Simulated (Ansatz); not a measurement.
Geometry optimisation, RKS B3LYP-D4/def2-SVP in Ansatz 0.2.0.

input.yaml

```yaml
crystal:
  periodic: [false, false, false]
  atoms:
    - { symbol: Al, position_ang: [0.006267, -0.512014, -0.526981] }
    - { symbol: C, position_ang: [-0.083904, -0.288302, 2.629669] }
    - { symbol: H, position_ang: [-1.051055, -0.193994, 3.145198] }
    - { symbol: H, position_ang: [0.678646, -0.653331, 3.333113] }
    - { symbol: H, position_ang: [0.219852, 0.698396, 2.243664] }
    - { symbol: "N", position_ang: [1.617233, -0.035185, -1.105528] }
    - { symbol: H, position_ang: [2.449767, -0.617361, -1.084549] }
    - { symbol: H, position_ang: [1.83387, 0.854776, -1.545335] }
    - { symbol: H, position_ang: [-1.175955, 0.529403, -0.679992] }
    - { symbol: H, position_ang: [-0.185851, -1.910305, 0.148798] }
    - { symbol: H, position_ang: [-0.181971, -1.015782, 1.797643] }
basis:
  gaussian: { orbitals: def2-SVP }
hamiltonian:
  xc: b3lyp
  dispersion: d4
relax:
  f_tol: 0.03
  max_steps: 50
output:
  orbitals: {}
```

Command:

```bash
$ ansatz run input.yaml --threads 2 --pin off --max-ram 3072MiB --backend cpu --events-out ev --progress --plain --runs-dir out
```

Q: Where does it end, and by what steps?

A: The forces met the threshold. The force dipped under the threshold on the way, but the program's further checks kept it going. After 18 steps the energy has fallen by 0.153 eV; H3 moved furthest, 0.95 Å.

| step | energy less start (eV) | largest force component (eV/Å) | accepted |
| --- | --- | --- | --- |
| 0 | 0.0000 | 0.511 | yes |
| 1 | -0.0839 | 0.158 | yes |
| 2 | -0.1138 | 0.294 | yes |
| 3 | -0.1295 | 0.055 | yes |
| 4 | -0.1318 | 0.054 | yes |
| 5 | -0.1327 | 0.136 | yes |
| 6 | -0.1341 | 0.071 | yes |
| 7 | -0.1363 | 0.070 | yes |
| 8 | -0.1328 | 0.387 | no |
| 9 | -0.1389 | 0.017 | yes |
| 10 | -0.1401 | 0.147 | yes |
| 11 | -0.1354 | 0.330 | no |
| 12 | -0.1438 | 0.038 | yes |
| 13 | -0.1459 | 0.058 | yes |
| 14 | -0.1482 | 0.128 | yes |
| 15 | -0.1500 | 0.134 | yes |
| 16 | -0.1520 | 0.045 | yes |
| 17 | -0.1521 | 0.078 | yes |
| 18 | -0.1531 | 0.022 | yes |

```xyz
11
Properties=species:S:1:pos:R:3
Al -0.084 -0.675 -0.688
C 0.029 -0.250 2.630
H -0.664 0.590 2.783
H 0.469 -0.548 3.592
H 0.834 0.057 1.945
N 1.505 0.093 -0.909
H 2.392 -0.399 -0.963
H 1.660 1.092 -1.019
H -1.362 0.258 -0.667
H -0.132 -2.253 -0.562
H -0.521 -1.108 2.213
```

Whether the end is a true minimum wasn't checked by a vibrational analysis.

Run time: 24 s on 2 threads of Intel(R) Xeon(R) 6975P-C (Granite Rapids), on a shared host, peak memory 0.17 GiB.
